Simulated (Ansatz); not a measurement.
Consider the atomization: `[MgH][SH]` → 2 H• + Mg (atom) + S•.

Computed with Ansatz on PBE0-D4/def2-TZVP structures; ΔE is electronic, products minus reactants. CCSD(T)/CBS adds triple-zeta CCSD(T) − MP2 to the extrapolated MP2 energy (def2 sets, frozen cores). This one scheme is used for every species, atoms too. DFT in def2-TZVPP. B3LYP here is the variant with VWN-RPA as its local correlation; programs differ in this. No spin–orbit coupling; open shells (•) take unrestricted orbitals. Spin–orbit coupling would lower the free atoms: a little for S. For Mg outer-core shells are correlated without core-valence functions, so the limit isn't a true one: a few kJ/mol of doubt a bond, and 10 to 20 or more in all where bonds break to atoms.

CCSD(T)/CBS gives +878.5 kJ/mol.

Question: Another level gave +859.2 kJ/mol. Which?
A. r2SCANh-D4/def2-TZVPP
B. B3LYP-D4/def2-TZVPP
C. BHLYP-D4/def2-TZVPP
D. ωB97M-V/def2-TZVPP

Answer: B. B3LYP-D4 859.2, BHLYP-D4 841.4, ωB97M-V 865.9, r2SCANh-D4 876.6 kJ/mol.

Largest T1 diagnostic among the species: 0.010.

From PBE to PBE0 (25 % exact exchange), in def2-TZVPP and without D4, ΔE moves by −6.5 kJ/mol: exact exchange takes away binding that semilocal exchange gives to molecules. The D4 term adds +7.9 kJ/mol with B3LYP and +4.1 kJ/mol with PBE0; it sums over pairs of atoms, weighted by their polarisabilities, and B3LYP, whose exchange is more repulsive, gets the larger term. Leaving LDA and LC-ωPBE aside and taking each functional with its dispersion term where it has one, the values, not all of them listed here, spread over 57.7 kJ/mol, from BHLYP-D4 to B97M-V. LDA lies +110.1 kJ/mol from PBE without D4, its usual overbinding.

For atomizations the MP2-based limit and the directly extrapolated one differ by several kJ/mol either way, and by 10 to 25 for some Ge, Se and Sn compounds, so smaller differences from it don't rank the levels.
